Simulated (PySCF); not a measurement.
Species, as SMILES: S (H2S).
Geometry (B3LYP-D3(BJ)/def2-TZVP, fixed):
```
S
H 1 1.3426
H 1 1.3426 2 92.55
```

Basis-set convergence of the mean static polarisability at PBE with PySCF. All functions are spherical. Density fitting with generated auxiliary sets. No added dispersion term, no relativity. Reference: the value in aug-pcseg-3, 25.95 bohr³, itself unsure by roughly 1.1 % (its mean distance from aug-cc-pV(Q+d)Z, aug-pcseg-2, aug-cc-pV(T+d)Z). Deviations are taken from unrounded values.

```csv
basis,functions,mean static polarisability (bohr³),minus reference (%)
def2-SVP,28,14.38,-44.6
pcseg-1,28,15.40,-40.7
6-311G**,38,15.94,-38.6
6-311+G**,42,18.34,-29.3
aug-cc-pV(D+d)Z,50,24.26,-6.5
"6-311++G(2d,2p)",55,21.21,-18.3
def2-TZVPD,64,25.64,-1.2
cc-pV(T+d)Z,67,18.95,-27.0
jun-cc-pV(T+d)Z,76,25.19,-2.9
def2-QZVPP,130,22.13,-14.7
aug-cc-pV(Q+d)Z,181,25.87,-0.3
cc-pV(5+d)Z,210,22.92,-11.7
pcseg-4,227,24.62,-5.1
```
